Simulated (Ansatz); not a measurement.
# Calcium, fcc under BLYP: from relaxation to bulk modulus

What does BLYP give for calcium in the fcc structure? We relax it, solve it on a dense k-mesh, switch on spin-orbit coupling, then scale the cell to 7 volumes from 88 to 112 % of the relaxed one and try a fit of the equation of state. The k-meshes are 10×10×10 for the relaxation; 16×16×16 for the dense run; 10×10×10 for spin-orbit coupling; 16×16×16 for the volumes. It starts from a measured cell (COD).

Computed with Ansatz 0.2.0 (DFT BLYP, plane waves (420 eV) with PAW, scalar-relativistic; PAW files made under PBE, frozen cores solved again for the functional, unless a step says otherwise).

### Step 1. Starting point

It takes space group Fm-3m (No. 225, cubic). The conventional cell has a = 5.588 Å, b = 5.588 Å, c = 5.588 Å, α = 90.00°, β = 90.00°, γ = 90.00°. Ca (site symmetry m-3m) has 12 Ca at 3.95 Å as nearest neighbours.

As a file:

```cif
data_structure
_symmetry_space_group_name_H-M 'Fm-3m'
_symmetry_Int_Tables_number 225
_cell_length_a 5.5884
_cell_length_b 5.5884
_cell_length_c 5.5884
_cell_angle_alpha 90.000
_cell_angle_beta 90.000
_cell_angle_gamma 90.000
_cell_volume 174.53
loop_
_atom_site_label
_atom_site_type_symbol
_atom_site_symmetry_multiplicity
_atom_site_Wyckoff_symbol
_atom_site_fract_x
_atom_site_fract_y
_atom_site_fract_z
_atom_site_occupancy
Ca1 Ca 4 a 0.00000 0.00000 0.00000 1
```

### Step 2. Geometry optimisation

Contents of input.yaml:

```yaml
crystal:
  lattice:
    - [0.0, 2.7942, 2.7942]
    - [2.7942, 0.0, 2.7942]
    - [2.7942, 2.7942, 0.0]
  atoms:
    - { symbol: Ca, position: [0.0, 0.0, 0.0] }
hamiltonian:
  xc: blyp
  pseudopotentials:
    kind: paw
    azcp:
      Ca: "pseudopotentials/Ca.paw.azcp"
basis:
  ecutwfc: 420
  fft_grid_basis: typed
kpoints:
  mp_grid: { grid: [10, 10, 10], shift: [0, 0, 0] }
magnetization:
  spin_polarized: false
scf:
  occupations: { method: fermi_dirac, width: 0.1 }
relax:
  max_steps: 60
  f_tol: 0.01
  cell: {}
```

After this run come: Single point on a dense mesh; A two-component run at the same geometry; At 88 % of the relaxed volume; At 92 % of the relaxed volume; At 96 % of the relaxed volume; At 100 % of the relaxed volume; At 104 % of the relaxed volume; At 108 % of the relaxed volume; At 112 % of the relaxed volume.

Q: Predict the outcome of this session. Wanted: space group; conventional cell; volume; shortest distance; gap on the mesh; V₀, B₀, B₀′.

As calculated:

| quantity | value |
| --- | --- |
| space group (spins left aside) | Fm-3m (No. 225) |
| conventional cell | a = 5.542 Å |
| volume | 42.549 Å³/atom |
| shortest distance | 3.919 Å |
| against the measured volume | -2.5 % (43.632 Å³/atom) |
| gap on the mesh | none (levels filled in part) |
| V₀, B₀, B₀′ | 42.473 Å³/atom, 15.9 GPa, 3.5 |

BLYP puts the volume 2.5 % below the measured one. Part of the miss is zero-point motion and any thermal expansion in the measured cell. No gap shows: it is a metal or semimetal at this level. The total energy of the spin-orbit run (on a coarser mesh) lies -39 meV/atom from the scalar one; mesh and treatment of the core enter this figure, so it is no spin-orbit energy. B₀ comes out at 15.9 GPa, a soft solid.
